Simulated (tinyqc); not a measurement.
UHF in the sto-3g basis, for NH3+, spin multiplicity 2, step by step. One step of it, computed by the program tinyqc.

Problem. Iteration 2: diagonalisation and new density. Diagonalise F' = X^T F X, C = X C', fill 5 alpha and 4 beta electrons from the bottom; D(s) = C_occ C_occ^T; the new density keeps 0.7 of the old one (damping). Each column has its largest component positive (the first on a tie).

F(alpha) (hartree), order 1N 1s, 1N 2s, 1N 2px, 1N 2py, 1N 2pz, 2H 1s, 3H 1s, 4H 1s:
$$\begin{pmatrix}
-14.969048 & -3.855870 & -0.000001 & 0.000000 & -0.002716 & -0.956547 & -0.955851 & -0.955851 \\
-3.855870 & -2.144670 & 0.000012 & 0.000000 & 0.058760 & -0.925951 & -0.925531 & -0.925531 \\
-0.000001 & 0.000012 & -0.584831 & 0.000000 & 0.000009 & -0.461666 & 0.230985 & 0.230985 \\
0.000000 & 0.000000 & 0.000000 & -0.584588 & 0.000000 & 0.000000 & -0.399663 & 0.399663 \\
-0.002716 & 0.058760 & 0.000009 & 0.000000 & -0.551875 & 0.170001 & 0.169925 & 0.169925 \\
-0.956547 & -0.925951 & -0.461666 & 0.000000 & 0.170001 & -0.639988 & -0.334109 & -0.334109 \\
-0.955851 & -0.925531 & 0.230985 & -0.399663 & 0.169925 & -0.334109 & -0.639742 & -0.334147 \\
-0.955851 & -0.925531 & 0.230985 & 0.399663 & 0.169925 & -0.334109 & -0.334147 & -0.639742
\end{pmatrix}$$

F(beta) (hartree), order 1N 1s, 1N 2s, 1N 2px, 1N 2py, 1N 2pz, 2H 1s, 3H 1s, 4H 1s:
$$\begin{pmatrix}
-14.943802 & -3.826520 & 0.000000 & 0.000000 & 0.003628 & -0.948584 & -0.947894 & -0.947894 \\
-3.826520 & -1.933459 & 0.000032 & 0.000000 & 0.309239 & -0.876319 & -0.875931 & -0.875931 \\
0.000000 & 0.000032 & -0.526116 & 0.000000 & 0.000061 & -0.451955 & 0.226133 & 0.226133 \\
0.000000 & 0.000000 & 0.000000 & -0.525867 & 0.000000 & 0.000000 & -0.391262 & 0.391262 \\
0.003628 & 0.309239 & 0.000061 & 0.000000 & 0.145795 & 0.196897 & 0.196792 & 0.196792 \\
-0.948584 & -0.876319 & -0.451955 & 0.000000 & 0.196897 & -0.625255 & -0.320037 & -0.320037 \\
-0.947894 & -0.875931 & 0.226133 & -0.391262 & 0.196792 & -0.320037 & -0.625031 & -0.320081 \\
-0.947894 & -0.875931 & 0.226133 & 0.391262 & 0.196792 & -0.320037 & -0.320081 & -0.625031
\end{pmatrix}$$

X, order 1N 1s, 1N 2s, 1N 2px, 1N 2py, 1N 2pz, 2H 1s, 3H 1s, 4H 1s:
$$\begin{pmatrix}
1.025212 & -0.155606 & 0.000001 & 0.000000 & 0.008986 & 0.023022 & 0.023017 & 0.023017 \\
-0.155606 & 1.403672 & 0.000037 & 0.000000 & -0.101873 & -0.320498 & -0.320248 & -0.320248 \\
0.000001 & 0.000037 & 1.154293 & 0.000000 & -0.000015 & -0.311871 & 0.155955 & 0.155955 \\
0.000000 & 0.000000 & 0.000000 & 1.154069 & 0.000000 & 0.000000 & -0.269881 & 0.269881 \\
0.008986 & -0.101873 & -0.000015 & 0.000000 & 1.027165 & 0.085735 & 0.085652 & 0.085652 \\
0.023022 & -0.320498 & -0.311871 & 0.000000 & 0.085735 & 1.249490 & -0.052045 & -0.052045 \\
0.023017 & -0.320248 & 0.155955 & -0.269881 & 0.085652 & -0.052045 & 1.249244 & -0.052044 \\
0.023017 & -0.320248 & 0.155955 & 0.269881 & 0.085652 & -0.052045 & -0.052044 & 1.249244
\end{pmatrix}$$

D(alpha) after iteration 1, order 1N 1s, 1N 2s, 1N 2px, 1N 2py, 1N 2pz, 2H 1s, 3H 1s, 4H 1s:
$$\begin{pmatrix}
1.063406 & -0.290125 & -0.000003 & 0.000000 & 0.005017 & 0.024223 & 0.024216 & 0.024216 \\
-0.290125 & 1.346405 & 0.000035 & 0.000000 & -0.042614 & -0.132417 & -0.132363 & -0.132363 \\
-0.000003 & 0.000035 & 1.015007 & 0.000000 & -0.000026 & -0.098041 & 0.049009 & 0.049009 \\
0.000000 & 0.000000 & 0.000000 & 1.014742 & 0.000000 & 0.000000 & -0.084731 & 0.084731 \\
0.005017 & -0.042614 & -0.000026 & 0.000000 & 0.996035 & 0.019826 & 0.019794 & 0.019794 \\
0.024223 & -0.132417 & -0.098041 & 0.000000 & 0.019826 & 0.119583 & -0.014110 & -0.014110 \\
0.024216 & -0.132363 & 0.049009 & -0.084731 & 0.019794 & -0.014110 & 0.119569 & -0.014084 \\
0.024216 & -0.132363 & 0.049009 & 0.084731 & 0.019794 & -0.014110 & -0.014084 & 0.119569
\end{pmatrix}$$

D(beta) after iteration 1, order 1N 1s, 1N 2s, 1N 2px, 1N 2py, 1N 2pz, 2H 1s, 3H 1s, 4H 1s:
$$\begin{pmatrix}
1.056137 & -0.257216 & 0.000002 & 0.000000 & 0.079770 & 0.020983 & 0.020978 & 0.020978 \\
-0.257216 & 1.198074 & 0.000011 & 0.000000 & -0.373583 & -0.118569 & -0.118519 & -0.118519 \\
0.000002 & 0.000011 & 1.003273 & 0.000000 & -0.000093 & -0.096082 & 0.048029 & 0.048029 \\
0.000000 & 0.000000 & 0.000000 & 1.003005 & 0.000000 & 0.000000 & -0.083034 & 0.083034 \\
0.079770 & -0.373583 & -0.000093 & 0.000000 & 0.116789 & 0.039164 & 0.039134 & 0.039134 \\
0.020983 & -0.118569 & -0.096082 & 0.000000 & 0.039164 & 0.126149 & -0.019100 & -0.019100 \\
0.020978 & -0.118519 & 0.048029 & -0.083034 & 0.039134 & -0.019100 & 0.126140 & -0.019076 \\
0.020978 & -0.118519 & 0.048029 & 0.083034 & 0.039134 & -0.019100 & -0.019076 & 0.126140
\end{pmatrix}$$

overlap S, order 1N 1s, 1N 2s, 1N 2px, 1N 2py, 1N 2pz, 2H 1s, 3H 1s, 4H 1s:
$$\begin{pmatrix}
1.000000 & 0.235038 & 0.000000 & 0.000000 & 0.000000 & 0.057376 & 0.057334 & 0.057334 \\
0.235038 & 1.000000 & 0.000000 & 0.000000 & 0.000000 & 0.490182 & 0.489989 & 0.489989 \\
0.000000 & 0.000000 & 1.000000 & 0.000000 & 0.000000 & 0.416258 & -0.208228 & -0.208228 \\
0.000000 & 0.000000 & 0.000000 & 1.000000 & 0.000000 & 0.000000 & 0.360329 & -0.360329 \\
0.000000 & 0.000000 & 0.000000 & 0.000000 & 1.000000 & -0.133323 & -0.133249 & -0.133249 \\
0.057376 & 0.490182 & 0.416258 & 0.000000 & -0.133323 & 1.000000 & 0.196470 & 0.196470 \\
0.057334 & 0.489989 & -0.208228 & 0.360329 & -0.133249 & 0.196470 & 1.000000 & 0.196558 \\
0.057334 & 0.489989 & -0.208228 & -0.360329 & -0.133249 & 0.196470 & 0.196558 & 1.000000
\end{pmatrix}$$

Give: F' = X^T F X; orbital energies; coefficients C; F' = X^T F X; orbital energies; coefficients C; D(alpha) after iteration 2; D(beta) after iteration 2.

Solution.

F' = X^T F X (alpha) (hartree):
$$\begin{pmatrix}
-14.6727 & -2.0329 & 0.0000 & 0.0000 & 0.0145 & -0.1522 & -0.1520 & -0.1520 \\
-2.0329 & -1.0843 & 0.0000 & 0.0000 & -0.0812 & -0.4206 & -0.4203 & -0.4203 \\
0.0000 & 0.0000 & -0.3251 & 0.0000 & 0.0000 & -0.4264 & 0.2132 & 0.2132 \\
0.0000 & 0.0000 & 0.0000 & -0.3252 & 0.0000 & 0.0000 & -0.3690 & 0.3690 \\
0.0145 & -0.0812 & 0.0000 & 0.0000 & -0.5060 & 0.1227 & 0.1226 & 0.1226 \\
-0.1522 & -0.4206 & -0.4264 & 0.0000 & 0.1227 & -0.1154 & -0.0745 & -0.0745 \\
-0.1520 & -0.4203 & 0.2132 & -0.3690 & 0.1226 & -0.0745 & -0.1157 & -0.0745 \\
-0.1520 & -0.4203 & 0.2132 & 0.3690 & 0.1226 & -0.0745 & -0.0745 & -0.1157
\end{pmatrix}$$

orbital energies (alpha) (hartree): MO1 -14.9794, MO2 -1.2568, MO3 -0.7243, MO4 -0.7241, MO5 -0.5655, MO6 0.2742, MO7 0.3577, MO8 0.3581

coefficients C (alpha), order 1N 1s, 1N 2s, 1N 2px, 1N 2py, 1N 2pz, 2H 1s, 3H 1s, 4H 1s:
$$\begin{pmatrix}
0.9922 & -0.2402 & 0.0000 & 0.0000 & -0.0587 & -0.1772 & 0.0000 & 0.0003 \\
0.0373 & 0.8427 & 0.0001 & 0.0000 & 0.3076 & 1.2274 & 0.0000 & -0.0023 \\
0.0000 & 0.0000 & 0.6851 & 0.0000 & 0.0000 & -0.0018 & 0.0000 & -1.0044 \\
0.0000 & 0.0000 & 0.0000 & 0.6852 & 0.0000 & 0.0000 & 1.0040 & 0.0000 \\
-0.0028 & -0.0723 & 0.0000 & 0.0000 & 0.9357 & -0.4547 & 0.0000 & 0.0008 \\
-0.0076 & 0.1105 & 0.3974 & 0.0000 & -0.1091 & -0.7221 & 0.0000 & 1.0349 \\
-0.0076 & 0.1105 & -0.1988 & 0.3443 & -0.1091 & -0.7243 & -0.8950 & -0.5156 \\
-0.0076 & 0.1105 & -0.1988 & -0.3443 & -0.1091 & -0.7243 & 0.8950 & -0.5156
\end{pmatrix}$$

F' = X^T F X (beta) (hartree):
$$\begin{pmatrix}
-14.6507 & -2.0314 & 0.0000 & 0.0000 & -0.0102 & -0.1528 & -0.1526 & -0.1526 \\
-2.0314 & -0.8576 & 0.0001 & 0.0000 & 0.1707 & -0.4088 & -0.4085 & -0.4085 \\
0.0000 & 0.0001 & -0.2573 & 0.0000 & 0.0000 & -0.4318 & 0.2159 & 0.2159 \\
0.0000 & 0.0000 & 0.0000 & -0.2574 & 0.0000 & 0.0000 & -0.3737 & 0.3737 \\
-0.0102 & 0.1707 & 0.0000 & 0.0000 & 0.1925 & 0.1330 & 0.1329 & 0.1329 \\
-0.1528 & -0.4088 & -0.4318 & 0.0000 & 0.1330 & -0.1162 & -0.0731 & -0.0731 \\
-0.1526 & -0.4085 & 0.2159 & -0.3737 & 0.1329 & -0.0731 & -0.1164 & -0.0731 \\
-0.1526 & -0.4085 & 0.2159 & 0.3737 & 0.1329 & -0.0731 & -0.0731 & -0.1164
\end{pmatrix}$$

orbital energies (beta) (hartree): MO1 -14.9527, MO2 -1.1468, MO3 -0.6898, MO4 -0.6896, MO5 0.1869, MO6 0.3342, MO7 0.3889, MO8 0.3893

coefficients C (beta), order 1N 1s, 1N 2s, 1N 2px, 1N 2py, 1N 2pz, 2H 1s, 3H 1s, 4H 1s:
$$\begin{pmatrix}
0.9928 & -0.2221 & 0.0000 & 0.0000 & -0.1586 & -0.1295 & 0.0000 & -0.0003 \\
0.0344 & 0.7519 & 0.0001 & 0.0000 & 0.9020 & 0.9657 & 0.0000 & 0.0026 \\
0.0000 & 0.0000 & 0.6517 & 0.0000 & -0.0004 & -0.0022 & 0.0000 & 1.0264 \\
0.0000 & 0.0000 & 0.0000 & 0.6517 & 0.0000 & 0.0000 & 1.0261 & 0.0000 \\
-0.0035 & -0.1942 & -0.0001 & 0.0000 & 0.6461 & -0.7952 & 0.0000 & -0.0014 \\
-0.0071 & 0.1468 & 0.4312 & 0.0000 & -0.3782 & -0.6169 & 0.0000 & -1.0214 \\
-0.0070 & 0.1467 & -0.2157 & 0.3736 & -0.3787 & -0.6196 & -0.8831 & 0.5086 \\
-0.0070 & 0.1467 & -0.2157 & -0.3736 & -0.3787 & -0.6196 & 0.8831 & 0.5086
\end{pmatrix}$$

D(alpha) after iteration 2, order 1N 1s, 1N 2s, 1N 2px, 1N 2py, 1N 2pz, 2H 1s, 3H 1s, 4H 1s:
$$\begin{pmatrix}
1.0580 & -0.2581 & 0.0000 & 0.0000 & -0.0086 & 0.0087 & 0.0087 & 0.0087 \\
-0.2581 & 1.1843 & 0.0000 & 0.0000 & 0.0382 & -0.0749 & -0.0749 & -0.0749 \\
0.0000 & 0.0000 & 0.8513 & 0.0000 & 0.0000 & 0.0131 & -0.0066 & -0.0066 \\
0.0000 & 0.0000 & 0.0000 & 0.8512 & 0.0000 & 0.0000 & 0.0115 & -0.0115 \\
-0.0086 & 0.0382 & 0.0000 & 0.0000 & 0.9615 & -0.0191 & -0.0191 & -0.0191 \\
0.0087 & -0.0749 & 0.0131 & 0.0000 & -0.0191 & 0.1383 & -0.0263 & -0.0263 \\
0.0087 & -0.0749 & -0.0066 & 0.0115 & -0.0191 & -0.0263 & 0.1384 & -0.0263 \\
0.0087 & -0.0749 & -0.0066 & -0.0115 & -0.0191 & -0.0263 & -0.0263 & 0.1384
\end{pmatrix}$$

D(beta) after iteration 2, order 1N 1s, 1N 2s, 1N 2px, 1N 2py, 1N 2pz, 2H 1s, 3H 1s, 4H 1s:
$$\begin{pmatrix}
1.0498 & -0.2199 & 0.0000 & 0.0000 & 0.0677 & 0.0028 & 0.0028 & 0.0028 \\
-0.2199 & 1.0086 & 0.0000 & 0.0000 & -0.3054 & -0.0499 & -0.0499 & -0.0499 \\
0.0000 & 0.0000 & 0.8297 & 0.0000 & -0.0001 & 0.0171 & -0.0086 & -0.0086 \\
0.0000 & 0.0000 & 0.0000 & 0.8295 & 0.0000 & 0.0000 & 0.0149 & -0.0149 \\
0.0677 & -0.3054 & -0.0001 & 0.0000 & 0.0931 & 0.0189 & 0.0189 & 0.0189 \\
0.0028 & -0.0499 & 0.0171 & 0.0000 & 0.0189 & 0.1506 & -0.0348 & -0.0348 \\
0.0028 & -0.0499 & -0.0086 & 0.0149 & 0.0189 & -0.0348 & 0.1506 & -0.0348 \\
0.0028 & -0.0499 & -0.0086 & -0.0149 & 0.0189 & -0.0348 & -0.0348 & 0.1506
\end{pmatrix}$$
